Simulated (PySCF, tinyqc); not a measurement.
MP2 on RHF in the sto-3g basis, frozen core, for LiH, spin multiplicity 1, step by step. The lowest restricted solution is unstable here: a spin-polarised one lies 0.0004 hartree lower (PySCF). Computed by tinyqc, a small Python program that keeps every step (integrals from PySCF). Settings: charge = 0, multiplicity = 1, basis = sto-3g, method = RHF, frozen orbitals = 1, energy threshold = 1e-10, iteration cap = 79, orthogonalisation = canonical, start = atomic densities, DIIS depth = 6. Command: `OMP_NUM_THREADS=1 python tinyqc.py 28351 28352 out.jsonl` (the two numbers bound the seeds that draw the settings). One thread of a shared host (Intel(R) Xeon(R) Processor @ 2.60GHz), about 0.1 s of CPU time with the checks. The early iterations of the SCF are left out here.

## One-electron integrals

Geometry (angstrom):
```
atom        x        y        z
Li    0.00000  0.00000  0.00000
H     0.00000  0.00000  2.07900
```

Basis sto-3g: exponents (1/bohr^2) and contraction coefficients of normalised primitives:
```
element  l (shell)  exponent  coefficient
Li           s (1)  16.11958      0.15433
Li           s (1)   2.93620      0.53533
Li           s (1)   0.79465      0.44463
Li           s (2)   0.63629     -0.09997
Li           s (2)   0.14786      0.39951
Li           s (2)   0.04809      0.70012
Li           p (3)   0.63629      0.15592
Li           p (3)   0.14786      0.60768
Li           p (3)   0.04809      0.39196
H            s (1)   3.42525      0.15433
H            s (1)   0.62391      0.53533
H            s (1)   0.16886      0.44463
```

Overlap, kinetic and nuclear-attraction integrals over the contracted functions; the nuclear repulsion is the sum of Za Zb / Rab.

nuclear repulsion = 0.7636035 hartree

overlap S, order 1Li 1s, 1Li 2s, 1Li 2px, 1Li 2py, 1Li 2pz, 2H 1s:
```
[[1.00000, 0.24114, 0.00000, 0.00000, 0.00000, 0.02307],
 [0.24114, 1.00000, 0.00000, 0.00000, 0.00000, 0.28098],
 [0.00000, 0.00000, 1.00000, 0.00000, 0.00000, 0.00000],
 [0.00000, 0.00000, 0.00000, 1.00000, 0.00000, 0.00000],
 [0.00000, 0.00000, 0.00000, 0.00000, 1.00000, 0.40166],
 [0.02307, 0.28098, 0.00000, 0.00000, 0.40166, 1.00000]]
```

kinetic energy T (hartree), order 1Li 1s, 1Li 2s, 1Li 2px, 1Li 2py, 1Li 2pz, 2H 1s:
```
[[3.57679, -0.02024, 0.00000, 0.00000, 0.00000, -0.00824],
 [-0.02024, 0.10216, 0.00000, 0.00000, 0.00000, 0.01617],
 [0.00000, 0.00000, 0.31968, 0.00000, 0.00000, 0.00000],
 [0.00000, 0.00000, 0.00000, 0.31968, 0.00000, 0.00000],
 [0.00000, 0.00000, 0.00000, 0.00000, 0.31968, 0.06362],
 [-0.00824, 0.01617, 0.00000, 0.00000, 0.06362, 0.76003]]
```

nuclear attraction V (hartree), order 1Li 1s, 1Li 2s, 1Li 2px, 1Li 2py, 1Li 2pz, 2H 1s:
```
[[-8.23742, -1.02572, 0.00000, 0.00000, -0.00954, -0.09478],
 [-1.02572, -1.44918, 0.00000, 0.00000, -0.09449, -0.45456],
 [0.00000, 0.00000, -1.41534, 0.00000, 0.00000, 0.00000],
 [0.00000, 0.00000, 0.00000, -1.41534, 0.00000, 0.00000],
 [-0.00954, -0.09449, 0.00000, 0.00000, -1.48808, -0.65697],
 [-0.09478, -0.45456, 0.00000, 0.00000, -0.65697, -1.99003]]
```

core Hamiltonian H = T + V (hartree), order 1Li 1s, 1Li 2s, 1Li 2px, 1Li 2py, 1Li 2pz, 2H 1s:
```
[[-4.66063, -1.04596, 0.00000, 0.00000, -0.00954, -0.10302],
 [-1.04596, -1.34702, 0.00000, 0.00000, -0.09449, -0.43838],
 [0.00000, 0.00000, -1.09566, 0.00000, 0.00000, 0.00000],
 [0.00000, 0.00000, 0.00000, -1.09566, 0.00000, 0.00000],
 [-0.00954, -0.09449, 0.00000, 0.00000, -1.16840, -0.59335],
 [-0.10302, -0.43838, 0.00000, 0.00000, -0.59335, -1.23000]]
```

## Two-electron integrals

Functions are numbered as in S; the eight-fold symmetry (ij|kl) = (ji|kl) = (kl|ij) leaves the list below.

Two-electron integrals (ij|kl) in chemists' order, unique and non-zero (hartree):
```
(11|11) 1.68040   (21|11) 0.26542   (21|21) 0.04994   (22|11) 0.39773
(22|21) 0.09286   (22|22) 0.29056   (31|31) 0.00898   (32|31) 0.01379
(32|32) 0.06418   (33|11) 0.39664   (33|21) 0.09288   (33|22) 0.29050
(33|33) 0.31295   (41|41) 0.00898   (42|41) 0.01379   (42|42) 0.06418
(43|43) 0.01687   (44|11) 0.39664   (44|21) 0.09288   (44|22) 0.29050
(44|33) 0.27921   (44|44) 0.31295   (51|51) 0.00898   (52|51) 0.01379
(52|52) 0.06418   (53|53) 0.01687   (54|54) 0.01687   (55|11) 0.39664
(55|21) 0.09288   (55|22) 0.29050   (55|33) 0.27921   (55|44) 0.27921
(55|55) 0.31295   (61|11) 0.02426   (61|21) 0.00461   (61|22) 0.00881
(61|33) 0.00870   (61|44) 0.00870   (61|51) 0.00059   (61|52) 0.00115
(61|55) 0.00902   (61|61) 0.00047   (62|11) 0.08832   (62|21) 0.02102
(62|22) 0.07385   (62|33) 0.06960   (62|44) 0.06960   (62|51) 0.00327
(62|52) 0.02315   (62|55) 0.08227   (62|61) 0.00236   (62|62) 0.03610
(63|31) 0.00131   (63|32) 0.00696   (63|53) 0.00317   (63|63) 0.00200
(64|41) 0.00131   (64|42) 0.00696   (64|54) 0.00317   (64|64) 0.00200
(65|11) 0.11935   (65|21) 0.02860   (65|22) 0.10335   (65|33) 0.09624
(65|44) 0.09624   (65|51) 0.00503   (65|52) 0.03570   (65|55) 0.11749
(65|61) 0.00328   (65|62) 0.05435   (65|65) 0.08239   (66|11) 0.25443
(66|21) 0.06131   (66|22) 0.23786   (66|33) 0.21759   (66|44) 0.21759
(66|51) 0.00944   (66|52) 0.08708   (66|55) 0.27830   (66|61) 0.00697
(66|62) 0.15186   (66|65) 0.23520   (66|66) 0.77461
```

## Orthogonalisation

S = U s U^T; canonical form X = U s^(-1/2), so that X^T S X = 1. Each column of U has its largest component positive (the first on a tie).

eigenvalues of S: [0.49387, 0.80418, 1.00000, 1.00000, 1.18207, 1.51987]

X, order 1Li 1s, 1Li 2s, 1Li 2px, 1Li 2py, 1Li 2pz, 2H 1s:
```
[[0.27254, 0.76545, 0.00000, 0.00000, 0.60264, 0.20334],
 [-0.66412, -0.59865, 0.00000, 0.00000, 0.47505, 0.38663],
 [0.00000, 0.00000, 0.91451, -0.40457, 0.00000, 0.00000],
 [0.00000, 0.00000, 0.40457, 0.91451, 0.00000, 0.00000],
 [-0.76374, 0.49167, 0.00000, 0.00000, -0.46184, 0.41786],
 [0.96238, -0.23970, 0.00000, 0.00000, -0.20935, 0.54084]]
```

Within a degenerate level the vectors are fixed only up to a rotation; this is one choice.

## Starting guess

The start is atomic minimal-basis densities projected into this basis (PySCF's MINAO start) and scaled to the electron count of each spin; this density is not idempotent, so its energy is not variational and may lie below the converged one.

D at the start, order 1Li 1s, 1Li 2s, 1Li 2px, 1Li 2py, 1Li 2pz, 2H 1s:
```
[[2.07499, -0.22353, 0.00000, 0.00000, 0.00549, -0.02048],
 [-0.22353, 1.01717, 0.00000, 0.00000, -0.00582, 0.09668],
 [0.00000, 0.00000, 0.00000, 0.00000, 0.00000, 0.00000],
 [0.00000, 0.00000, 0.00000, 0.00000, 0.00000, 0.00000],
 [0.00549, -0.00582, 0.00000, 0.00000, 0.00338, 0.05442],
 [-0.02048, 0.09668, 0.00000, 0.00000, 0.05442, 0.91516]]
```

## Iteration 8 (converged): orbitals

converged F (hartree), order 1Li 1s, 1Li 2s, 1Li 2px, 1Li 2py, 1Li 2pz, 2H 1s:
```
[[-2.36139, -0.64219, 0.00000, 0.00000, 0.01426, -0.06372],
 [-0.64219, -0.21109, 0.00000, 0.00000, -0.06867, -0.20571],
 [0.00000, 0.00000, 0.16135, 0.00000, 0.00000, 0.00000],
 [0.00000, 0.00000, 0.00000, 0.16135, 0.00000, 0.00000],
 [0.01426, -0.06867, 0.00000, 0.00000, 0.04895, -0.19951],
 [-0.06372, -0.20571, 0.00000, 0.00000, -0.19951, -0.08604]]
```

Diagonalise F' = X^T F X, C = X C', fill 2 alpha and 2 beta electrons from the bottom; D = 2 C_occ C_occ^T. Each column has its largest component positive (the first on a tie).

F' = X^T F X (hartree):
```
[[0.36005, -0.24718, 0.00000, 0.00000, -0.21645, -0.10160],
 [-0.24718, -0.80125, 0.00000, 0.00000, -1.06685, -0.36991],
 [0.00000, 0.00000, 0.16135, 0.00000, 0.00000, 0.00000],
 [0.00000, 0.00000, 0.00000, 0.16135, 0.00000, 0.00000],
 [-0.21645, -1.06685, 0.00000, 0.00000, -1.22564, -0.52559],
 [-0.10160, -0.36991, 0.00000, 0.00000, -0.52559, -0.45678]]
```

orbital energies (hartree): [-2.36387, -0.24327, 0.07208, 0.16135, 0.16135, 0.41143]

coefficients C, order 1Li 1s, 1Li 2s, 1Li 2px, 1Li 2py, 1Li 2pz, 2H 1s:
```
[[0.99146, -0.15001, -0.21479, 0.00000, 0.00000, 0.11437],
 [0.03336, 0.49393, 0.79875, 0.00000, 0.00000, -0.53994],
 [0.00000, 0.00000, 0.00000, 0.72626, 0.68742, 0.00000],
 [0.00000, 0.00000, 0.00000, -0.68742, 0.72626, 0.00000],
 [-0.00453, 0.32850, -0.59477, 0.00000, 0.00000, -0.86676],
 [-0.00123, 0.58876, -0.19328, 0.00000, 0.00000, 0.96745]]
```

D after iteration 8, order 1Li 1s, 1Li 2s, 1Li 2px, 1Li 2py, 1Li 2pz, 2H 1s:
```
[[2.01099, -0.08205, 0.00000, 0.00000, -0.10754, -0.17908],
 [-0.08205, 0.49015, 0.00000, 0.00000, 0.32421, 0.58153],
 [0.00000, 0.00000, 0.00000, 0.00000, 0.00000, 0.00000],
 [0.00000, 0.00000, 0.00000, 0.00000, 0.00000, 0.00000],
 [-0.10754, 0.32421, 0.00000, 0.00000, 0.21587, 0.38683],
 [-0.17908, 0.58153, 0.00000, 0.00000, 0.38683, 0.69328]]
```

Within a degenerate level the vectors are fixed only up to a rotation; this is one choice.

## Convergence

Stop when the energy changes by less than 1e-10 hartree and every element of the error matrix X^T (F D S - S D F) X is below 3e-06.

Course of the cycle:
```
iteration  E (hartree)     change  largest element of the error matrix
1           -7.6346859          -                             8.60e-02
2           -7.8112270  -1.77e-01                             9.44e-02
3           -7.8202562  -9.03e-03                             2.81e-02
4           -7.8219685  -1.71e-03                             5.55e-03
5           -7.8221671  -1.99e-04                             7.45e-04
6           -7.8221704  -3.27e-06                             4.62e-05
7           -7.8221704  -1.45e-08                             9.46e-07
8           -7.8221704  -5.37e-12                             3.61e-08
```

PySCF RHF in the same basis = -7.8221704 hartree

Converged in 8 iterations.

## Populations, bond orders and dipole

Mulliken: Z minus the diagonal of D S on the atom; Loewdin: the same with S^(1/2) D S^(1/2); Mayer order: 2 sum_s sum (D(s) S)_ij (D(s) S)_ji over the two atoms.

Charges (e):
```
atom  Mulliken   Loewdin
1Li    0.00792   0.00615
2H    -0.00792  -0.00615
```

Mayer bond orders:
```
pair    order
2-1   0.99994
```

dipole moment about the origin, x y z (debye): [0.00000, 0.00000, -5.03769]

## Integrals over molecular orbitals

(pq|rs) = sum C_ip C_jq C_kr C_ls (ij|kl), one index at a time.

one-electron integrals over orbitals h = C^T H C (hartree):
```
[[-4.65167, 0.09603, 0.16218, 0.00000, 0.00000, -0.05197],
 [0.09603, -1.32696, 0.01692, 0.00000, 0.00000, 0.03520],
 [0.16218, 0.01692, -1.09706, 0.00000, 0.00000, 0.02137],
 [0.00000, 0.00000, 0.00000, -1.09566, 0.00000, 0.00000],
 [0.00000, 0.00000, 0.00000, 0.00000, -1.09566, 0.00000],
 [-0.05197, 0.03520, 0.02137, 0.00000, 0.00000, -1.00975]]
```

Two-electron integrals over orbitals (pq|rs), unique and non-zero (hartree); the lowest 1 orbital is frozen and left out:
```
(22|22) 0.45512    (32|22) -0.05811   (32|32) 0.02016    (33|22) 0.21377
(33|32) 0.01376    (33|33) 0.32996    (42|42) 0.02137    (43|42) 0.02014
(43|43) 0.04136    (44|22) 0.24776    (44|32) 0.01252    (44|33) 0.28002
(44|44) 0.31295    (52|52) 0.02137    (53|52) 0.02014    (53|53) 0.04136
(54|54) 0.01687    (55|22) 0.24776    (55|32) 0.01252    (55|33) 0.28002
(55|44) 0.27921    (55|55) 0.31295    (62|22) 0.10943    (62|32) -0.04298
(62|33) -0.01860   (62|44) -0.03514   (62|55) -0.03514   (62|62) 0.12998
(63|22) -0.05680   (63|32) 0.01628    (63|33) 0.03654    (63|44) 0.00727
(63|55) 0.00727    (63|62) -0.03830   (63|63) 0.03030    (64|42) -0.01864
(64|43) -0.01221   (64|64) 0.01938    (65|52) -0.01864   (65|53) -0.01221
(65|65) 0.01938    (66|22) 0.42715    (66|32) -0.04865   (66|33) 0.23876
(66|44) 0.25963    (66|55) 0.25963    (66|62) 0.10237    (66|63) -0.04628
(66|66) 0.42380
```

## Second-order Moller-Plesset energy

Hartree-Fock energy = -7.8221704 hartree

E2 = sum_ijab (ia|jb) [2 (ia|jb) - (ib|ja)] / (e_i + e_j - e_a - e_b) over occupied i, j and virtual a, b; the opposite-spin part is (ia|jb)^2 / denominator, the rest is same-spin, and SCS-MP2 scales them by 6/5 and 1/3.

Terms:
```
i  j  a  b   (ia|jb)   (ib|ja)  denominator      term
2  2  6  6   0.12998   0.12998     -1.30941  -0.01290
2  2  6  3  -0.04298  -0.04298     -0.97006  -0.00190
2  2  3  6  -0.04298  -0.04298     -0.97006  -0.00190
2  2  3  3   0.02016   0.02016     -0.63071  -0.00064
2  2  5  5   0.02137   0.02137     -0.80925  -0.00056
2  2  4  4   0.02137   0.02137     -0.80925  -0.00056
```

Pair energies (hartree; pair i-j sums ij and ji):
```
pair  opposite spin  same spin
2-2        -0.01848          0
```

MP2 correlation energy = -0.0184848 hartree

SCS-MP2 correlation energy = -0.0221817 hartree

MP2 total energy = -7.8406552 hartree
